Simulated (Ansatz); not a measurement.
# What a trial cell of Y₂Mo relaxes into

Level of theory: Ansatz 0.2.0, DFT PBE, scalar-relativistic, plane waves, PAW. Cutoff 420 eV, Γ-centred k mesh, Gaussian smearing, no spin polarisation in the final step.

A relaxed cell is given with its space group left out.

```
CELL_PARAMETERS angstrom
5.17759 0.00000 0.00000
-2.58880 4.48393 0.00000
0.00000 0.00000 3.03342
ATOMIC_POSITIONS crystal
Y 0.33333 0.66667 0.50000
Y 0.66667 0.33333 0.50000
Mo 0.00000 0.00000 0.00000
```

Formation energies are uncorrected and refer to the elements' standard structures at the same level.

What space group does it have?

P6/mmm (No. 191). Conventional cell: a = 5.178 Å, c = 3.033 Å. Y has 5 Y at 2.99–3.03 Å and 6 Mo at 3.35 Å; Mo has 2 Mo at 3.03 Å and 12 Y at 3.35 Å.

How far does it lie from the elements in energy?

0.58 eV/atom.

Is it a metal?

Yes, bands cross the Fermi level on the 12×12×16 mesh.

The final run used a 12×12×16 mesh on its 3-atom cell and 0.10 eV smearing. For metals, differences of a few meV/atom aren't resolved. The cell came from a trial start, so Y₂Mo may not exist in this structure.

Cost: 4 runs of about 1.4 core-minutes in all, on Arm Neoverse V1 (shared hosts).